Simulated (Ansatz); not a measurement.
**C2H5F: functionals against CCSD(T) at one geometry**

Aim: energy, forces and dipole at a structure displaced at random from a GFN2-xTB minimum, from CCSD(T) and from density functionals.

Method: single points in def2-TZVPP; program: Ansatz 0.2.0, Gaussian basis.

Cores are frozen in the correlated methods.

## Step 1: The starting structure

SMILES `CCF`, 8 atoms, charge 0, spin multiplicity 1.

Atoms are counted from 1 here; the program's logs count them from 0.

Bond lengths: C1–C2 1.595 Å, C1–H4 1.182 Å, C1–H5 1.121 Å, C1–H6 1.182 Å, C2–F3 1.433 Å, C2–H7 1.115 Å, C2–H8 1.146 Å. Angles: C2–C1–H4 111.4°, C2–C1–H5 108.1°, C2–C1–H6 112.2°, H4–C1–H5 109.4°, H4–C1–H6 106.9°, H5–C1–H6 108.8°, C1–C2–F3 111.0°, C1–C2–H7 112.2°, C1–C2–H8 110.4°, F3–C2–H7 107.0°, F3–C2–H8 106.7°, H7–C2–H8 109.3°.

As a file:

```mol
C2H5F
  3D, bonds by distance, orders not assigned

  8  7  0  0  0  0  0  0  0  0999 V2000
   -0.4717    0.5888   -0.2777 C   0  0
    0.3929   -0.6497    0.2334 C   0  0
    1.7328   -0.2463    0.5445 F   0  0
   -1.5792    0.2652   -0.5359 H   0  0
    0.0191    1.0013   -1.1974 H   0  0
   -0.5447    1.4470    0.5318 H   0  0
    0.4649   -1.4579   -0.5317 H   0  0
   -0.0543   -1.0796    1.1969 H   0  0
  1  2  8  0
  1  4  8  0
  1  5  8  0
  1  6  8  0
  2  3  8  0
  2  7  8  0
  2  8  8  0
M  END
```

## Step 2: CCSD(T)/def2-TZVPP

Contents of run/in.yaml:

```yaml
crystal:
  periodic: [false, false, false]
  atoms:
    - {symbol: C, position_ang: [-0.471700, 0.588800, -0.277700]}
    - {symbol: C, position_ang: [0.392900, -0.649700, 0.233400]}
    - {symbol: F, position_ang: [1.732800, -0.246300, 0.544500]}
    - {symbol: H, position_ang: [-1.579200, 0.265200, -0.535900]}
    - {symbol: H, position_ang: [0.019100, 1.001300, -1.197400]}
    - {symbol: H, position_ang: [-0.544700, 1.447000, 0.531800]}
    - {symbol: H, position_ang: [0.464900, -1.457900, -0.531700]}
    - {symbol: H, position_ang: [-0.054300, -1.079600, 1.196900]}
basis:
  gaussian: {orbitals: def2-TZVPP}
correlation: {method: ccsd_t}
output: {forces: true}
```

No record of the launch command was kept for these runs.

## Step 3: PBE0-D4/def2-TZVPP

Changes to run/in.yaml since step 2:

```diff
@@ -13,3 +13,3 @@
   gaussian: {orbitals: def2-TZVPP}
-correlation: {method: ccsd_t}
-output: {forces: true}
+hamiltonian: {xc: pbe0, dispersion: d4}
+output: {forces: true, orbitals: {seedname: orbitals}}
```

## Step 4: wB97M-V/def2-TZVPP

Changes to run/in.yaml since step 3:

```diff
@@ -13,3 +13,3 @@
   gaussian: {orbitals: def2-TZVPP}
-hamiltonian: {xc: pbe0, dispersion: d4}
-output: {forces: true, orbitals: {seedname: orbitals}}
+hamiltonian: {xc: {name: wB97M-V}}
+output: {forces: true}
```

## Step 5: r2SCAN-D4/def2-TZVPP

Changes to run/in.yaml since step 4:

```diff
@@ -13,3 +13,3 @@
   gaussian: {orbitals: def2-TZVPP}
-hamiltonian: {xc: {name: wB97M-V}}
+hamiltonian: {xc: r2scan, dispersion: d4}
 output: {forces: true}
```

## Step 6: PBE-D4/def2-TZVPP

Changes to run/in.yaml since step 5:

```diff
@@ -13,3 +13,3 @@
   gaussian: {orbitals: def2-TZVPP}
-hamiltonian: {xc: r2scan, dispersion: d4}
+hamiltonian: {xc: pbe, dispersion: d4}
 output: {forces: true}
```

## Step 7: r2SCAN0-D4/def2-TZVPP

Changes to run/in.yaml since step 6:

```diff
@@ -13,3 +13,3 @@
   gaussian: {orbitals: def2-TZVPP}
-hamiltonian: {xc: pbe, dispersion: d4}
+hamiltonian: {xc: {name: r2SCAN0}, dispersion: d4}
 output: {forces: true}
```

## Step 8: BLYP-D4/def2-TZVPP

Changes to run/in.yaml since step 7:

```diff
@@ -13,3 +13,3 @@
   gaussian: {orbitals: def2-TZVPP}
-hamiltonian: {xc: {name: r2SCAN0}, dispersion: d4}
+hamiltonian: {xc: {name: BLYP}, dispersion: d4}
 output: {forces: true}
```

(Steps that only read results are left out.)

**Question.** What will these runs give? Wanted: energy less free atoms, CCSD(T)/def2-TZVPP; RMS force component; RMS force error; HOMO and LUMO, PBE0-D4; T1 diagnostic.

**Answer**, as computed:

| quantity | value |
| --- | --- |
| energy less free atoms, CCSD(T)/def2-TZVPP | -695.0 kcal/mol |
| RMS force component | 0.792 to 1.015 eV/Å over the methods |
| RMS force error | PBE0-D4 0.089, wB97M-V 0.045, r2SCAN-D4 0.064, PBE-D4 0.179, r2SCAN0-D4 0.123, BLYP-D4 0.233 eV/Å |
| HOMO and LUMO, PBE0-D4 | -9.40 and 1.22 eV |
| T1 diagnostic | 0.010 |

In words: Against CCSD(T) the functionals' energies less atoms differ by -31.1 to -4.9 kcal/mol, PBE-D4 by -31.1 kcal/mol. The reference is not at the basis limit: in triple zeta CCSD(T) underbinds, which counts against methods that bind more; the gaps are no ranking. For forces wB97M-V does best and BLYP-D4 worst. Frozen-core CCSD(T) forces in triple zeta carry basis errors of their own, and this is one geometry, so small gaps rank nothing.
